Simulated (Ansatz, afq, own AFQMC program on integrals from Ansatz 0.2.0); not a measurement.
AFQMC on a folder of integrals that Ansatz 0.2.0 wrote.

```yaml
crystal:
  periodic: [false, false, false]
  atoms:
    - {symbol: N, position_ang: [0.000000, 0.000000, 0.137432]}
    - {symbol: N, position_ang: [0.000000, 0.000000, -1.305776]}
    - {symbol: H, position_ang: [0.000000, 0.000000, 1.168344]}
basis:
  gaussian: {orbitals: cc-pVDZ}
magnetization: {spin_polarized: true, initial_magnetization: 3}
correlation: {method: ccsd_t, electrons: outside_noble_gas, hamiltonian_folder: ham}
```

```sh
$ ansatz run in.yaml --threads 1 --pin off --events-out ev --progress --plain --max-ram 1382MiB
```

afq runs on the folder ham with

```
--method free --trial cisd --walkers 60 --time-step 0.03 --max-blocks 80 --target-error 0.0004 --factor-cut 1e-05 --seed 1456 --times 0,0.21,0.42,0.81,1.2,1.8,2.4,3 --taylor-order 8
```

Times are imaginary, in 1/Eh. The walk had a cap of 766 s.

```
orbitals 31  electrons 7 4  factors 223 of 320
reference energy -109.28036895 Eh
CCSD correlation -0.26784010 Eh in 12 cycles, weight of the determinant in the CISD state 0.8947
repeat  energy at the last time / Eh  error
    10  -109.559632  0.002140
    20  -109.559621  0.001108
    30  -109.559938  0.000843
    40  -109.559240  0.000887
    50  -109.558210  0.000824
    60  -109.557964  0.000744
    70  -109.557500  0.000670
    80  -109.557403  0.000618
time / (1/Eh)  energy / Eh  error  mean overlap
  0.00  -109.547891  0.000175  1.1166
  0.21  -109.552716  0.000241  1.1160
  0.42  -109.555099  0.000284  1.1133
  0.81  -109.556320  0.000275  1.1117
  1.20  -109.556917  0.000322  1.1063
  1.80  -109.556941  0.000402  1.1111
  2.40  -109.557023  0.000508  1.1139
  3.00  -109.557403  0.000618  1.1040
energy -109.557403 +/- 0.000618 Eh
```

Q: Estimate how long the walk took on 1 thread of Intel(R) Xeon(R) 6975P-C (Granite Rapids), with other jobs on the host.

A: 2.9 min of wall time.

The run passed its tests (error under three times the target), which doesn't prove that it has relaxed.

Against this walk (error 16.8 meV) on the same determinant: CCSD(T) 50.9 meV higher, CCSDT(Q) 2.8 meV higher (within the noise). The error is statistical, and a free projection of finite length keeps a remainder of its start.

Cautions: remainder of the start not in the error; error above the target (16.8 against 10.9 meV); lower spins were not checked.

CCSDT and higher add their correlation energy to the determinant of the CCSD(T) run, since their own runs factorise the integrals more tightly (a shift of under 2 meV). A walk keeps the symmetry of its determinant, which the program's search chose and which needn't be the lowest solution, so a lower state of the same spin and another symmetry isn't excluded.
